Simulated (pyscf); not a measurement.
Four-centre exchange: SnH₄ + H₂S → HS–SnH₃ + hydrogen (H₂)

Gas phase, singlet surface, charge 0. Bonds broken: Sn1–H2, S6–H7. Bonds formed: Sn1–S6, H2–H7. Structures and frequencies: ωB97X-D3(BJ)/def2-SVP in PySCF.

Transition state (Å):

```xyz
8

Sn    -0.8271    -0.4563     0.1216
H      0.4289     0.4647     1.4013
H     -0.5627    -1.4206    -1.2650
H     -2.1356     0.6224     0.0718
H     -0.9859    -1.5812     1.4200
S      0.8787     1.4051    -1.0098
H      0.7704     0.9951     0.6180
H      1.8588     0.4973    -1.1946
```

One imaginary mode, 1553i cm⁻¹; descent along it reached the two sides named.

| bond | change | reactant side (Å) | saddle | product side |
|---|---|---|---|---|
| Sn1–H2 | breaks | 1.708 | 2.016 | 3.9 |
| S6–H7 | breaks | 1.346 | 1.682 | 3.0 |
| Sn1–S6 | forms | 3.6 | 2.8 | 2.411 |
| H2–H7 | forms | 3.2 | 1.006 | 0.762 |

Electronic energies relative to the separated reactants (kcal/mol):

```
level                   barrier  reaction energy  reverse barrier
----------------------  -------  ---------------  ---------------
ωB97X-D3(BJ)/def2-TZVP     39.9            -12.7             52.6
PBE/def2-TZVP              33.6             -9.1             42.7
r²SCAN/def2-TZVP           35.8            -10.0             45.8
B3LYP-D3(BJ)/def2-TZVP     38.7             -9.5             48.2
PBE0-D3(BJ)/def2-TZVP      36.7             -9.4             46.1
M06-2X/def2-TZVP           38.3            -12.4             50.8
ωB97M-D3(BJ)/def2-TZVP     43.3             -7.7             51.0
HF/def2-TZVP               59.7             -5.6             65.3
```

With ωB97M-D3(BJ)/def2-TZVP energies and thermal terms (ideal gas, 1 atm, RRHO with modes under 100 cm⁻¹ raised to 100, one conformer, R ln 2 for chiral ones without a mode under 150 cm⁻¹), in kcal/mol:

```tsv
T (K)	ΔH‡	ΔG‡	ΔH	ΔG
298	42.1	50.8	-8.4	-8.2
600	42.5	59.4	-7.3	-8.5
900	43.3	67.7	-6.4	-9.2
1200	44.2	75.7	-5.9	-10.3
```

This is the saddle that the search found; another between the same sides may lie lower. Elements past Kr carry the def2 core potentials, without spin-orbit coupling.
